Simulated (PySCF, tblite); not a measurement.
# BNH₄: protonation, part 2 of 2

tblite 0.8.0 and PySCF 2.14.0. Atoms count from 0. The steps go on from the part before.

## 15. Protonation: CCSD(T)/ma-def2-TZVP

This step combines the energies above: geometries from PBE0-D3(BJ)/def2-SVP, zero-point and thermal terms from PBE0-D3(BJ)/def2-SVP.

Job settings and geometry (Å):

```
{"job": {"kind": "pa", "geom": {"xc": "PBE0", "basis": "def2-SVP", "d3": "d3bj", "grid": 1}, "hess": 1, "level": {"xc": "CCSD(T)", "basis": "ma-def2-TZVP"}}, "charge": 0, "multiplicity": 1}
B     -0.680610     0.027890    -0.017753
N      0.705592    -0.027919     0.003050
H     -1.311545    -1.004842    -0.023814
H     -1.226360     1.108047    -0.029314
H      1.293255     0.795746     0.009096
H      1.225350    -0.895969     0.013471
```

Output (the driver's rows laid out field by field):

```text
protonation site by site, CCSD(T)/ma-def2-TZVP // PBE0-D3(BJ)/def2-SVP

row 1
  formula                 BH5N
  charge                  1
  multiplicity            1
  smiles                  B[NH3+]
  kept                    yes
  pieces                  1
  point_group             Cs
  atom                    1
  element                 N
  electronic              783.67
  enthalpy                756.03
  free_energy             730.42
  share_gas               1.0
```

It took 31 s on 1 thread of Arm Neoverse V1, shared host; peak memory 0.75 GiB.

Energy given off on adding a proton (kJ/mol, gas phase, 298 K for the thermal columns):

```csv
site,product,electronic,enthalpy,free energy
N1,B[NH3+],783.7,756.0,730.4
```

## 16. Single point (BNH4): wavefunction

Geometry: PBE0-D3(BJ)/def2-SVP.

Job settings and geometry (Å):

```
{"job": {"kind": "sp", "xc": "MP2", "basis": "ma-def2-TZVP", "grid": 2}, "charge": 0, "multiplicity": 1}
B     -0.680610     0.027890    -0.017753
N      0.705592    -0.027919     0.003050
H     -1.311545    -1.004842    -0.023814
H     -1.226360     1.108047    -0.029314
H      1.293255     0.795746     0.009096
H      1.225350    -0.895969     0.013471
```

Level: wavefunction single point, frozen core, gas phase.

What it wrote:

```text
final grid: 43688 points
cycle   1  E = -81.5031839419  dE =  1.999e-02  |g| = 2.549e-01  |ddm| = 1.444e+00
cycle   2  E = -81.5254981105  dE = -2.231e-02  |g| = 6.502e-02  |ddm| = 2.328e-01
cycle   3  E = -81.5270742248  dE = -1.576e-03  |g| = 2.773e-02  |ddm| = 7.795e-02
cycle   4  E = -81.5272678008  dE = -1.936e-04  |g| = 5.632e-03  |ddm| = 2.132e-02
cycle   5  E = -81.5272779620  dE = -1.016e-05  |g| = 9.616e-04  |ddm| = 6.563e-03
cycle   6  E = -81.5272785338  dE = -5.718e-07  |g| = 2.549e-04  |ddm| = 2.323e-03
cycle   7  E = -81.5272785892  dE = -5.536e-08  |g| = 7.944e-05  |ddm| = 6.831e-04
cycle   8  E = -81.5272785933  dE = -4.185e-09  |g| = 1.894e-05  |ddm| = 1.664e-04
converged SCF energy = -81.5272785933
E(HF, exact integrals) = -81.5272924300
E(MP2) = -81.8439745789
```

It took 1.1 s on 1 thread of Arm Neoverse V1, shared host.

## 17. Single point (BNH₅+): wavefunction

Geometry: PBE0-D3(BJ)/def2-SVP.

Job settings and geometry (Å):

```
{"job": {"kind": "sp", "xc": "MP2", "basis": "ma-def2-TZVP", "grid": 2}, "charge": 1, "multiplicity": 1}
B     -0.795027     0.037346    -0.075600
N      0.713739    -0.011372     0.241162
H     -1.346703    -1.019529    -0.147789
H     -1.269046     1.128896    -0.178235
H      1.239044     0.798603    -0.116536
H      1.177336    -0.876891    -0.067951
H      0.821817     0.015953     1.270452
```

Method: wavefunction single point, frozen core, gas phase.

What it wrote:

```text
final grid: 49064 points
cycle   1  E = -81.7760983043  dE =  3.190e-01  |g| = 3.899e-01  |ddm| = 1.461e+00
cycle   2  E = -81.8305241248  dE = -5.443e-02  |g| = 1.693e-01  |ddm| = 3.884e-01
cycle   3  E = -81.8363754666  dE = -5.851e-03  |g| = 4.411e-02  |ddm| = 1.073e-01
cycle   4  E = -81.8370151086  dE = -6.396e-04  |g| = 6.243e-03  |ddm| = 4.677e-02
cycle   5  E = -81.8370370101  dE = -2.190e-05  |g| = 1.358e-03  |ddm| = 9.348e-03
cycle   6  E = -81.8370378362  dE = -8.261e-07  |g| = 2.531e-04  |ddm| = 2.039e-03
cycle   7  E = -81.8370378703  dE = -3.412e-08  |g| = 4.829e-05  |ddm| = 4.920e-04
cycle   8  E = -81.8370378717  dE = -1.372e-09  |g| = 6.430e-06  |ddm| = 1.069e-04
converged SCF energy = -81.8370378717
E(HF, exact integrals) = -81.8370337445
E(MP2) = -82.1401795262
```

Wall time 1.4 s (1 thread of Arm Neoverse V1, shared host).

## 18. Protonation: MP2/ma-def2-TZVP

This step combines the energies above: geometries from PBE0-D3(BJ)/def2-SVP, zero-point and thermal terms from PBE0-D3(BJ)/def2-SVP.

Job settings and geometry (Å):

```
{"job": {"kind": "pa", "geom": {"xc": "PBE0", "basis": "def2-SVP", "d3": "d3bj", "grid": 1}, "hess": 1, "level": {"xc": "MP2", "basis": "ma-def2-TZVP"}}, "charge": 0, "multiplicity": 1}
B     -0.680610     0.027890    -0.017753
N      0.705592    -0.027919     0.003050
H     -1.311545    -1.004842    -0.023814
H     -1.226360     1.108047    -0.029314
H      1.293255     0.795746     0.009096
H      1.225350    -0.895969     0.013471
```

Output (the driver's rows laid out field by field):

```text
protonation site by site, MP2/ma-def2-TZVP // PBE0-D3(BJ)/def2-SVP

row 1
  formula                 BH5N
  charge                  1
  multiplicity            1
  smiles                  B[NH3+]
  kept                    yes
  pieces                  1
  point_group             Cs
  atom                    1
  element                 N
  electronic              777.69
  enthalpy                750.04
  free_energy             724.43
  share_gas               1.0
```

Wall time 2.6 s (1 thread of Arm Neoverse V1, shared host).

Energy given off on adding a proton (kJ/mol, gas phase, 298 K for the thermal columns):

```csv
site,product,electronic,enthalpy,free energy
N1,B[NH3+],777.7,750.0,724.4
```

## 19. Single point (BNH4): HF/ma-def2-TZVP

Geometry: PBE0-D3(BJ)/def2-SVP.

Job settings and geometry (Å):

```
{"job": {"kind": "sp", "xc": "HF", "basis": "ma-def2-TZVP", "grid": 2}, "charge": 0, "multiplicity": 1}
B     -0.680610     0.027890    -0.017753
N      0.705592    -0.027919     0.003050
H     -1.311545    -1.004842    -0.023814
H     -1.226360     1.108047    -0.029314
H      1.293255     0.795746     0.009096
H      1.225350    -0.895969     0.013471
```

What it wrote:

```text
final grid: 43688 points
cycle   1  E = -81.5031839419  dE =  1.999e-02  |g| = 2.549e-01  |ddm| = 1.444e+00
cycle   2  E = -81.5254981105  dE = -2.231e-02  |g| = 6.502e-02  |ddm| = 2.328e-01
cycle   3  E = -81.5270742248  dE = -1.576e-03  |g| = 2.773e-02  |ddm| = 7.795e-02
cycle   4  E = -81.5272678008  dE = -1.936e-04  |g| = 5.632e-03  |ddm| = 2.132e-02
cycle   5  E = -81.5272779620  dE = -1.016e-05  |g| = 9.616e-04  |ddm| = 6.563e-03
cycle   6  E = -81.5272785338  dE = -5.718e-07  |g| = 2.549e-04  |ddm| = 2.323e-03
cycle   7  E = -81.5272785892  dE = -5.536e-08  |g| = 7.944e-05  |ddm| = 6.831e-04
cycle   8  E = -81.5272785933  dE = -4.185e-09  |g| = 1.894e-05  |ddm| = 1.664e-04
converged SCF energy = -81.5272785933
```

It took 0.25 s on 1 thread of Arm Neoverse V1, shared host.

## 20. Single point (BNH₅+): HF/ma-def2-TZVP

Geometry: PBE0-D3(BJ)/def2-SVP.

Job settings and geometry (Å):

```
{"job": {"kind": "sp", "xc": "HF", "basis": "ma-def2-TZVP", "grid": 2}, "charge": 1, "multiplicity": 1}
B     -0.795027     0.037346    -0.075600
N      0.713739    -0.011372     0.241162
H     -1.346703    -1.019529    -0.147789
H     -1.269046     1.128896    -0.178235
H      1.239044     0.798603    -0.116536
H      1.177336    -0.876891    -0.067951
H      0.821817     0.015953     1.270452
```

What it wrote:

```text
final grid: 49064 points
cycle   1  E = -81.7760983043  dE =  3.190e-01  |g| = 3.899e-01  |ddm| = 1.461e+00
cycle   2  E = -81.8305241248  dE = -5.443e-02  |g| = 1.693e-01  |ddm| = 3.884e-01
cycle   3  E = -81.8363754666  dE = -5.851e-03  |g| = 4.411e-02  |ddm| = 1.073e-01
cycle   4  E = -81.8370151086  dE = -6.396e-04  |g| = 6.243e-03  |ddm| = 4.677e-02
cycle   5  E = -81.8370370101  dE = -2.190e-05  |g| = 1.358e-03  |ddm| = 9.348e-03
cycle   6  E = -81.8370378362  dE = -8.261e-07  |g| = 2.531e-04  |ddm| = 2.039e-03
cycle   7  E = -81.8370378703  dE = -3.412e-08  |g| = 4.829e-05  |ddm| = 4.920e-04
cycle   8  E = -81.8370378717  dE = -1.372e-09  |g| = 6.430e-06  |ddm| = 1.069e-04
converged SCF energy = -81.8370378717
```

It took 0.29 s on 1 thread of Arm Neoverse V1, shared host.

## 21. Protonation: HF/ma-def2-TZVP

This step combines the energies above: geometries from PBE0-D3(BJ)/def2-SVP, zero-point and thermal terms from PBE0-D3(BJ)/def2-SVP.

Job settings and geometry (Å):

```
{"job": {"kind": "pa", "geom": {"xc": "PBE0", "basis": "def2-SVP", "d3": "d3bj", "grid": 1}, "hess": 1, "level": {"xc": "HF", "basis": "ma-def2-TZVP"}}, "charge": 0, "multiplicity": 1}
B     -0.680610     0.027890    -0.017753
N      0.705592    -0.027919     0.003050
H     -1.311545    -1.004842    -0.023814
H     -1.226360     1.108047    -0.029314
H      1.293255     0.795746     0.009096
H      1.225350    -0.895969     0.013471
```

Output (the driver's rows laid out field by field):

```text
protonation site by site, HF/ma-def2-TZVP // PBE0-D3(BJ)/def2-SVP

row 1
  formula                 BH5N
  charge                  1
  multiplicity            1
  smiles                  B[NH3+]
  kept                    yes
  pieces                  1
  point_group             Cs
  atom                    1
  element                 N
  electronic              813.27
  enthalpy                785.63
  free_energy             760.02
  share_gas               1.0
```

It took 0.61 s on 1 thread of Arm Neoverse V1, shared host.

Energy given off on adding a proton (kJ/mol, gas phase, 298 K for the thermal columns):

```csv
site,product,electronic,enthalpy,free energy
N1,B[NH3+],813.3,785.6,760.0
```

## 22. What came out

The summary covers parts 1 to 2.

| quantity | value |
| --- | --- |
| strongest single infrared mode (GFN2-xTB) | 636 cm⁻¹, 236 km/mol |
| zero-point energy (GFN2-xTB) | 29.1 kcal/mol |
| point group | C2v |
| rotational constants (main isotopes) | 136.67, 27.53, 22.92 GHz |
| surface potential, 1st and 99th percentile | -0.61 V and 1.95 V |
| proton affinity (−ΔH), N1 (wB97X-D3(BJ)/def2-TZVP) | 764.4 kJ/mol |
| proton affinity (−ΔH), N1 (CCSD(T)/ma-def2-TZVP) | 756.0 kJ/mol |
| proton affinity (−ΔH), N1 (MP2/ma-def2-TZVP) | 750.0 kJ/mol |
| proton affinity (−ΔH), N1 (HF/ma-def2-TZVP) | 785.6 kJ/mol |

**Reading.** All 12 modes are real, so the xTB geometry is a minimum. The strongest single mode, at 636 cm⁻¹, moves mainly H4 and H5. GFN2-xTB is a fitted tight-binding method: band positions and strengths are rough. Its intensities can rank the bands wrongly. The optimisation took 2 steps and gained 0.042 eV; among the close pairs (by a distance rule), B0–H3 changed most, from 1.171 to 1.210 Å (PBE0/def2-SVP). The proton affinity (−ΔH) at N1 is 764.4 kJ/mol at wB97X-D3(BJ)/def2-TZVP; zero-point and thermal terms move it by -27.7 kJ/mol from the electronic value.
